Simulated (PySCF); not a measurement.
**TDDFT excited states: C4H9OP**

C4H9OP.
Numbering: `[CH2:1]=[CH:2][P:3]([CH3:4])[CH2:5][OH:6]` (hydrogens: H7, H8 on C1; H9 on C2; H10, H11, H12 on C4; H13, H14 on C5; H15 on O6)

Geometry (GFN2-xTB, Å), atoms numbered from 1 in this order:
```
atom  x, y, z in Å
C1     2.091    0.040   -1.014
C2     0.855    0.508   -0.945
P3    -0.639   -0.457   -0.573
C4     0.004   -1.626    0.711
C5    -1.394    0.808    0.597
O6    -1.821    1.947   -0.105
H7     2.330   -0.990   -0.804
H8     2.921    0.673   -1.282
H9     0.639    1.542   -1.189
H10    0.607   -1.104    1.452
H11    0.602   -2.394    0.226
H12   -0.842   -2.109    1.196
H13   -0.649    1.152    1.320
H14   -2.226    0.337    1.144
H15   -2.483    1.682   -0.754
```

Method: TDDFT PBE0/def2-SVPD, vertical, gas phase, core orbitals frozen in the response in PySCF 2.14.0, density-fitted response routines.

| state | E (eV) | λ (nm) | f | main configurations (H = HOMO, L = LUMO) |
| --- | --- | --- | --- | --- |
| S1 | 5.46 | 227.2 | 0.174 | H→L (94%) |
| S2 | 5.79 | 214.1 | 0.083 | H→L+1 (97%) |
| S3 | 6.39 | 194.0 | 0.012 | H-1→L (75%), H→L+2 (18%) |
| S4 | 6.44 | 192.4 | 0.0073 | H→L+2 (78%), H-1→L (18%) |
| S5 | 6.60 | 187.8 | 0.045 | H→L+3 (78%), H-1→L+1 (13%) |
| S6 | 6.71 | 184.8 | 0.025 | H-1→L+1 (76%), H→L+3 (16%) |
| S7 | 7.21 | 172.0 | 0.113 | H→L+4 (86%) |
| S8 | 7.29 | 170.1 | 0.061 | H→L+5 (61%), H→L+6 (18%), H-2→L (10%) |

Triplets, Tamm–Dancoff:

| state | E (eV) | λ (nm) | main configurations (H = HOMO, L = LUMO) |
| --- | --- | --- | --- |
| T1 | 3.98 | 311.2 | H→L (76%), H-2→L (16%) |
| T2 | 4.95 | 250.6 | H→L+1 (80%) |
| T3 | 5.32 | 233.2 | H-2→L (43%), H-1→L (15%), H→L (15%) |

The lowest singlet comes at 227 nm (527 kJ/mol) in the ultraviolet; it is strong; its leading configuration is HOMO→LUMO (94%). The lowest level is also the most intense of those listed (f = 0.174). Löwdin shares by element: HOMO phosphorus 46%, carbon 36% or more (atoms not listed hold the other 17%); LUMO carbon 60% or more, phosphorus 12%, hydrogen 5% or more (atoms not listed hold the other 23%). The oscillator strengths of these states sum to 0.520; summed over the whole spectrum of an exact calculation they would give the number of electrons, 56 (Thomas–Reiche–Kuhn). Of the 8 states listed, 7 reach f = 0.01 and none stays under 0.0005. Orbital energies (eV): HOMO-3 -9.35, HOMO-2 -8.38, HOMO-1 -7.79, HOMO -6.53, LUMO -0.20, LUMO+1 0.29, LUMO+2 0.88. The window holds the lowest 8 singlets.

One conformer stands for the species.
